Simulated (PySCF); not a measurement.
## Basis set benchmark on one molecule

Molecule: `CP(C)(C)=S`, C₃H₉PS.

Geometry (Å), atoms numbered from 1 in this order:
```xyz
14

C    -0.215    1.557   -0.568
P     0.231    0.158    0.513
C     1.329   -0.872   -0.515
C    -1.304   -0.815    0.649
S     0.998    0.683    2.226
H    -0.643    1.218   -1.523
H    -0.939    2.188   -0.034
H     0.690    2.152   -0.752
H     1.583   -1.779    0.052
H     0.858   -1.147   -1.472
H     2.256   -0.311   -0.701
H    -1.705   -1.092   -0.338
H    -2.043   -0.216    1.200
H    -1.089   -1.720    1.235
```

Geometry PBE0-D3(BJ)/def2-SVP throughout; GIAO in PySCF 2.14, gas phase, one conformer, non-relativistic; equivalent atoms averaged; functional PBE0.

Reference values (measured; solution, CHCl3; Yu. Yu. Rusakov, I. L. Rusakova, Phys. Chem. Chem. Phys. 2023, supporting information (pecS-n basis sets for 31P)): δ(P2) = 30.6 ppm vs 85 % H3PO4. Computed shifts are taken against H3PO4, calculated as an isolated molecule at each level.

Q: How do the basis sets STO-3G, 6-31G, 6-31G*, def2-SVP, 6-311+G(2d,p), def2-TZVP perform against the reference? Times are CPU seconds on 1 thread of an Arm Neoverse V1, shared host.

A: 
| basis set | functions | P2 | abs. error P | core-s |
| --- | --- | --- | --- | --- |
| STO-3G | 42 | -79.9 | 110.5 | 3.3 |
| 6-31G | 71 | -54.9 | 85.5 | 6.4 |
| 6-31G* | 96 | 13.9 | 16.7 | 8.5 |
| def2-SVP | 123 | 9.5 | 21.1 | 9.7 |
| 6-311+G(2d,p) | 205 | 6.0 | 24.6 | 20 |
| def2-TZVP | 221 | 10.4 | 20.2 | 24 |

For 31P the closest is 6-31G* (16.7 ppm) and the furthest STO-3G (110.5 ppm). Where a smaller basis beats a larger one, errors probably cancel. One molecule is a small sample, and vibrational and solvent effects are absent from the calculation.

A small basis that lands close on one nucleus may do so by chance; judge by the trend and by all nuclei.
